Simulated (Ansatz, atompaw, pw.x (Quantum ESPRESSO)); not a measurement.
From atom to crystal: PAW (atompaw) potential for tungsten

W (Z = 74), PAW, made with atompaw 4.2.0.5 (PBEsol, scalar-relativistic). Core [Kr] 4d10 4f14 5s2, reference 5p6 5d4 6s2 6p0. Waves: 6s (bound): rc 3.00 bohr; 6s channel at 3.6 Ry: rc 3.00 bohr; 5p (bound): rc 1.75 bohr; 6p (bound, empty): rc 2.20 bohr; 5d (bound): rc 1.60 bohr; 5d channel at 0.3 Ry: rc 3.00 bohr. Local part: bessel scheme, radius 2.25 bohr. Core correction: smooth core density matched at 1.80 bohr. Augmentation charge: sinc compensation charge, radius 2.55 bohr; PAW radius 3.00 bohr; waves and projectors: custom polynom2 7 10 vanderbiltortho.

Atomic tests: cutoffs needed: 25 Ry and 140 Ry (the cutoffs (Ry, on a coarse ladder) from which the occupation-weighted sum of valence levels, in a spherical-Bessel basis at the reference potential, stays within 10 and 1 mRy of its value at 400 Ry); ghost test: no extra level below or beside the all-electron valence levels (s, p, d, f tested) (spherical-Bessel basis up to 400 Ry, 20 bohr box); lowest eigenvalue of the overlap operator: 0.17 (d channel).

Crystal test: bcc W in pw.x 7.5, no spin, 15³ k-points, Fermi–Dirac smearing 0.01 Ry, cutoffs 170/900 Ry. The lattice is a test structure that the element need not adopt, and mesh and smearing are coarse.

pw.x input:

```
&control
  calculation='scf', prefix='x', pseudo_dir='./', outdir='./tmp', tstress=.true., disk_io='none'
/
&system
  ibrav=0, nat=1, ntyp=1, ecutwfc=170, ecutrho=900, nbnd=14,
  occupations='smearing', smearing='fd', degauss=0.01
/
&electrons
  conv_thr=1e-09, mixing_beta=0.4, electron_maxstep=70
/
ATOMIC_SPECIES
W 1.0 W.UPF
CELL_PARAMETERS angstrom
  -1.57698163 1.57698163 1.57698163
  1.57698163 -1.57698163 1.57698163
  1.57698163 1.57698163 -1.57698163
ATOMIC_POSITIONS crystal
W 0.0000 0.0000 0.0000
K_POINTS automatic
15 15 15 0 0 0
```

```bash
pw.x < W.scf.in > W.scf.out
```

**Question.** How does the run end?

**Answer.** Failed (c_bands: too many bands are not converged). The largest radius (3.00 bohr) exceeds half the bond length (2.58 bohr), so the spheres overlap, which is one possible source of error among others. The log shows:

```
Message from routine setup:
     using ibrav=0 with symmetry is DISCOURAGED, use correct ibrav instead
     lattice parameter (alat)  =       5.1616  a.u.
     unit-cell volume          =     105.8611 (a.u.)^3
     number of electrons       =        12.00
     number of Kohn-Sham states=           14
     kinetic-energy cutoff     =     170.0000  Ry
     charge density cutoff     =     900.0000  Ry
     scf convergence threshold =      1.0E-09
     Exchange-correlation= SLA PW PSX PSC
     number of k points=   120  Fermi-Dirac smearing, width (Ry)=  0.0100
     iteration #  1     ecut=   170.00 Ry     beta= 0.40
     c_bands:  5 eigenvalues not converged
     c_bands:  1 eigenvalues not converged
     negative rho (up, down):  1.080E-04 0.000E+00
     total energy              =    -710.98032256 Ry
     estimated scf accuracy    <       0.23836501 Ry
     iteration #  2     ecut=   170.00 Ry     beta= 0.40
     negative rho (up, down):  3.165E-03 0.000E+00
     total energy              =    -710.98633857 Ry
     estimated scf accuracy    <       0.05642945 Ry
     iteration #  3     ecut=   170.00 Ry     beta= 0.40
     negative rho (up, down):  4.130E-03 0.000E+00
     total energy              =    -711.00823768 Ry
     estimated scf accuracy    <       0.00016589 Ry
     iteration #  4     ecut=   170.00 Ry     beta= 0.40
     Error in routine c_bands (1):
     too many bands are not converged
```
